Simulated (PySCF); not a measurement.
# C3H4F2S: core ionisation energies

Species: C₃H₄F₂S.
Numbering: `[F:1][CH2:2][C:3](=[S:4])[CH2:5][F:6]`

Structure used (PBE0-D3(BJ)/def2-SVP), in Å, numbered top down from 1:
```xyz
10
C3H4F2S angstrom
F     -1.366   -0.954    0.750
C     -1.220   -0.124   -0.329
C     -0.023    0.768   -0.158
S     -0.030    2.328   -0.591
C      1.181    0.102    0.443
F      1.334   -1.165   -0.051
H     -2.127    0.484   -0.463
H     -1.062   -0.740   -1.234
H      1.030    0.041    1.537
H      2.083    0.698    0.239
```

Method: delta-SCF UKS SCAN, pcX-2 on the ionised atom, pcseg-1 elsewhere, spin-free X2C in PySCF 2.14.0. Vertical ΔSCF values, vacuum level as zero.

Question: What binding energy does each computed site have?

Answer: 
| atom(s) | bonded to | level | binding energy (eV) | above the level's lowest (eV) | count |
| --- | --- | --- | --- | --- | --- |
| S4 | C (double bond) | S 1s | 2477.17 | 0.00 | 1 |
| F1/F6 | C | F 1s | 692.95 | 0.00 | 2 |
| C2/C5 | F, C and 2 H | C 1s | 293.74 | +1.09 | 2 |
| C3 | S (double bond) and 2 C | C 1s | 292.65 | 0.00 | 1 |

Lowest listed C 1s: C3, bonded to S (double bond) and 2 C. Highest, 1.09 eV above it: C2/C5, bonded to F, C and 2 H. Summing the Pauling electronegativity differences to the bonded atoms, each weighted by its formal bond order, gives +0.06 for the lowest site and +0.73 for the highest.

Question: What is the longest wavelength that can ionise S 1s of S4 vertically?

Answer: λ = hc/E = 12398.42 eV Å / 2477.17 eV = 5.005 Å.

The first atom of each set that the bonding makes equivalent was ionised and stands for the set. Not every level is listed. The unrestricted hole states depart most from a pure doublet (⟨S²⟩ = 0.75; over 0.85 named) for C 1s of C3 (0.98), which makes this value less certain. The structure is a single PBE0-D3(BJ)/def2-SVP conformer in the gas phase; no vibrational or solvent corrections.
